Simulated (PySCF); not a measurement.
CH2O. Atoms are numbered in the order given.

```xyz
4

C      0.0000     0.0000    -0.5246
O      0.0000     0.0000     0.6712
H      0.0000     0.9404    -1.1112
H      0.0000    -0.9404    -1.1112
```

Coordinates come from a PBE0-D3(BJ)/def2-TZVPD optimisation.

All values below come from PBE0-D3(BJ)/def2-TZVPD (PySCF).

Frequencies are harmonic and unscaled.

### Question
List the normal modes with their intensities. (An estimate is asked for; the answer gives what the named calculation found.)

### Answer

```tsv
mode	ν (cm⁻¹)	IR (km/mol)	Raman (Å⁴/amu)	depolarisation	moving atoms (share of kinetic energy)
1	1203	6.1	0.2	0.75	H 71 %, C 27 %
2	1263	11.7	1.1	0.75	H 73 %, C 20 %
3	1527	10.9	8.1	0.40	H 92 %, O 8 %
4	1849	114.8	9.3	0.26	C 56 %, O 38 %
5	2903	71.3	177.9	0.10	H 96 %
6	2963	111.7	99.9	0.75	H 89 %, C 11 %
```
